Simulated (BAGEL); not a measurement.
# CH3Al (SMILES C[Al]): HF/3-21G (density fitting with cc-pvqz-jkfit)

Aim: the vertical singlet–triplet gap of CH3Al at HF/3-21G (density fitting with cc-pvqz-jkfit), from 2 runs. 

The results are computed with BAGEL 1.2.2.

8 further runs of the same task are left out: 8 that didn't finish.

**1. Starting point**

CH3Al: 5 atoms, total charge 0, spin state singlet. SMILES: `C[Al]`. The shape is that of a PBE0-D4/def2-TZVP optimisation.

Bond lengths: C1–Al2 1.988 Å, C1–H3 1.098 Å, C1–H4 1.098 Å, C1–H5 1.098 Å. Angles: Al2–C1–H3 111.8°, Al2–C1–H4 111.8°, Al2–C1–H5 111.8°, H3–C1–H4 107.1°, H3–C1–H5 107.1°, H4–C1–H5 107.1°.

**2. A single-point energy at HF/3-21G (density fitting with cc-pvqz-jkfit)**

Contents of job.json:

```json
{ "bagel": [

{
  "title": "molecule",
  "basis": "3-21g",
  "df_basis": "cc-pvqz-jkfit",
  "angstrom": true,
  "geometry": [
    { "atom": "C", "xyz": [   -0.131220,   -0.057510,    0.054000 ] },
    { "atom": "Al", "xyz": [    1.572690,    0.689240,   -0.647230 ] },
    { "atom": "H", "xyz": [   -0.230740,   -1.127460,   -0.171770 ] },
    { "atom": "H", "xyz": [   -0.205100,    0.049890,    1.144270 ] },
    { "atom": "H", "xyz": [   -1.005630,    0.445840,   -0.379270 ] }
  ]
},
{
  "title": "hf"
},
{
  "title": "print",
  "file": "orbitals.molden",
  "orbitals": true
}

]}
```

Started as:

```sh
$ BAGEL_NUM_THREADS=1 BAGEL job.json > job.out
```

The log of the run:

```text
* using 1 threads per process

  ===============================================================
  ===============================================================

  *** Geometry ***

  { "atom" : "C", "xyz" : [     -0.247970,     -0.108678,      0.102045 ] },
  { "atom" : "Al", "xyz" : [      2.971953,      1.302475,     -1.223087 ] },
  { "atom" : "H", "xyz" : [     -0.436035,     -2.130591,     -0.324598 ] },
  { "atom" : "H", "xyz" : [     -0.387583,      0.094278,      2.162357 ] },
  { "atom" : "H", "xyz" : [     -1.900365,      0.842515,     -0.716716 ] },

  Number of auxiliary basis functions:      407

  Since a DF basis is specified, we compute 2- and 3-index integrals:
    o Being stored without compression. Storage requirement is 0.003 GB

  Number of basis functions:       28
  Number of electrons      :       22

    * METHOD: MOLECULE                             0.06

  *** RHF ***

  === Nuclear Repulsion ===
    38.2614716938

      * DIIS with orbital gradients will be used.

  === RHF iteration (3-21g) ===
      0       -279.89757904          0.03137261           0.01
      1       -279.95470661          0.01356113           0.00
      2       -279.96649272          0.00168026           0.00
      3       -279.96708165          0.00028607           0.00
      4       -279.96710559          0.00005795           0.00
      5       -279.96710620          0.00000869           0.00
      6       -279.96710622          0.00000060           0.00
      7       -279.96710622          0.00000015           0.01
      8       -279.96710622          0.00000002           0.00
      9       -279.96710622          0.00000001           0.01
    * SCF iteration converged.

    * Permanent dipole moment:
           (    0.377761,     0.165560,    -0.155463) a.u.

    * METHOD: HF                                   0.08

    * METHOD: PRINT                                0.00

  ===============================================================
```

Run time: 0.48 s. Hardware: 1 thread of Intel Xeon 6975P-C (Granite Rapids), shared host; peak memory 0.14 GiB.

**3. The triplet**

job.json: that of step 2 with these lines changed.

```diff
@@ -15,10 +15,4 @@
 },
-{
-  "title": "hf"
-},
-{
-  "title": "print",
-  "file": "orbitals.molden",
-  "orbitals": true
-}
+{ "title": "uhf", "nopen": 2 },
+{ "title": "print", "file": "orbitals.molden", "orbitals": true }
```

Started as:

```sh
$ BAGEL_NUM_THREADS=1 BAGEL job.json > job.out
```

The log of the run:

```text
* using 1 threads per process

  ===============================================================
  ===============================================================

  *** Geometry ***

  { "atom" : "C", "xyz" : [     -0.247970,     -0.108678,      0.102045 ] },
  { "atom" : "Al", "xyz" : [      2.971953,      1.302475,     -1.223087 ] },
  { "atom" : "H", "xyz" : [     -0.436035,     -2.130591,     -0.324598 ] },
  { "atom" : "H", "xyz" : [     -0.387583,      0.094278,      2.162357 ] },
  { "atom" : "H", "xyz" : [     -1.900365,      0.842515,     -0.716716 ] },

  Number of auxiliary basis functions:      407

  Since a DF basis is specified, we compute 2- and 3-index integrals:
    o Being stored without compression. Storage requirement is 0.003 GB

  Number of basis functions:       28
  Number of electrons      :       22

    * METHOD: MOLECULE                             0.08

  *** Open-shell HF ***

  === Nuclear Repulsion ===
    38.2614716938

      * DIIS with orbital gradients will be used.

  === UHF iteration (3-21g) ===
      0       -279.86514509          0.04307673           0.01
      1       -279.90379956          0.01488108           0.02
      2       -279.91136303          0.00851744           0.01
      3       -279.91333987          0.00270171           0.01
      4       -279.91482894          0.00117769           0.01
      5       -279.91529683          0.00022950           0.01
      6       -279.91535687          0.00006422           0.01
      7       -279.91536568          0.00003131           0.01
      8       -279.91536838          0.00000833           0.01
      9       -279.91536864          0.00000261           0.01
     10       -279.91536868          0.00000117           0.02
     11       -279.91536870          0.00000033           0.01
     12       -279.91536870          0.00000009           0.01
     13       -279.91536870          0.00000005           0.01
     14       -279.91536870          0.00000001           0.01
    * SCF iteration converged.

    * S^2 (UHF) is 2.0034

    * Permanent dipole moment:
           (   -0.070382,    -0.025941,     0.031917) a.u.

    * METHOD: UHF                                  0.20

    * METHOD: PRINT                                0.00

  ===============================================================
```

It took 0.64 s on 1 thread of Intel Xeon 6975P-C (Granite Rapids), shared host; peak memory 0.14 GiB.

**4. Summary of results**

Level: HF/3-21G (density fitting with cc-pvqz-jkfit).

```
                                        quantity          value
                           singlet: total energy  -279.96711 Eh
                          singlet: dipole moment         1.12 D
                            singlet: HOMO energy       -7.46 eV
                            singlet: LUMO energy        1.35 eV
                          singlet: HOMO–LUMO gap        8.81 eV
                           triplet: total energy  -279.91537 Eh
                          triplet: dipole moment         0.21 D
                                   triplet: ⟨S²⟩          2.003
vertical energy of the triplet above the singlet       1.408 eV
```

What this shows: At this shape the triplet lies 1.41 eV (32 kcal/mol) above the singlet.
